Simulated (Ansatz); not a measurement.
**What each rung costs, and what it gives**

Saddle point of CH₇AlS, singlet (AlH₃S ([AlH2][SH]) + CH₄ → CH₅Al ([CH3][AlH2]) + H₂S (still joined by a long Al–S bond); bonds formed: Al1–C6, S2–H5; bonds broken: H5–C6; bonds weakened to dative contacts: Al1–S2), PBE0-D4/def2-TZVP structure:

```xyz
10
angstrom
Al -0.8176 -0.1743 -0.7291
S 0.8296 1.5228 -1.2352
H -0.7017 -1.2716 -1.8637
H -2.1512 0.5223 -0.2351
H 0.7970 0.4497 -0.0804
C 0.3759 -0.7043 0.8967
H 0.2515 2.4310 -0.4319
H 1.3392 -1.2005 0.7599
H -0.3386 -1.5087 1.1366
H 0.4160 -0.0664 1.7822
```

Barriers are electronic and count from the start structure reached by relaxing down the imaginary mode.

Computed with Ansatz 0.2.0 (basis: as named in each row); correlated methods freeze the cores. B3LYP uses VWN-RPA correlation. Extrapolation: Hartree–Fock as exp(−7.88 √X), correlation as X^−2.97.

Times are rough, for one single point on 2 threads of a shared host (Arm Neoverse N1).

The estimate by CCSD(T) at an estimated basis limit (MP2 extrapolated from triple and quadruple zeta, plus CCSD(T) − MP2 in triple zeta) is 1.670 eV.

```tsv
method	basis	time (s)	barrier (eV)	method less estimate
HF	STO-3G	under 1	2.536	0.866
PBE-D4	STO-3G	under 1	1.112	-0.558
SPW92	def2-SVP	under 1	0.995	-0.675
B3LYP-D4	6-31G	2	1.870	0.200
PBE-D4	def2-SVP	2	1.270	-0.400
PBE0-D4	def2-SVP	2	1.436	-0.234
SPW92	def2-TZVPP	2	1.044	-0.626
CCSD(T)	def2-SVP	3	1.768	0.098
PBE-D4	def2-TZVPP	4	1.314	-0.356
BLYP-D4	def2-TZVPP	4	1.505	-0.165
B3LYP-D4	def2-TZVPP	6	1.610	-0.060
BHLYP-D4	def2-TZVPP	6	1.804	0.134
PBE0-D4	def2-TZVPP	6	1.460	-0.211
CAM-B3LYP-D4	def2-TZVPP	6	1.663	-0.007
r2SCAN-D4	def2-TZVPP	8	1.403	-0.267
wB97M-V	def2-SVP	8	1.588	-0.082
RPA on PBE	def2-TZVPP	9	1.665	-0.005
r2SCAN0-D4	def2-TZVPP	10	1.520	-0.150
B2PLYP	def2-TZVPP	10	1.675	0.005
PBE-QIDH	def2-TZVPP	10	1.591	-0.079
wB97X-V	def2-TZVPP	16	1.666	-0.004
wB97M-V	def2-TZVPP	17	1.653	-0.017
B97M-V	def2-TZVPP	18	1.595	-0.076
MP2	def2-QZVPP	34	1.614	-0.056
CCSD(T)	def2-TZVPP	92	1.686	0.016
```

All methods are single points on the PBE0-D4 structures.

The T1 diagnostic stays at or below 0.011.

Labels in which every atom is bracketed show which atoms are joined, not bond orders.
